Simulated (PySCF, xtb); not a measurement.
CH, SMILES [CH] (connectivity only; charge and spin as stated), charge +1, multiplicity 1.

Harmonic wavenumbers (cm⁻¹) from GFN2-xTB run with xtb at its own minimum, in rising order: 2036.

Q: What does B3LYP-D3(BJ)/def2-TZVPD (PySCF 2.14.0) give at its own minimum? (An estimate is asked for; the answer gives what the named calculation found.)

A: 2798. Paired by order, the mean absolute difference is 762 cm⁻¹ and the zero-point energies are 2.9 and 4.0 kcal/mol.
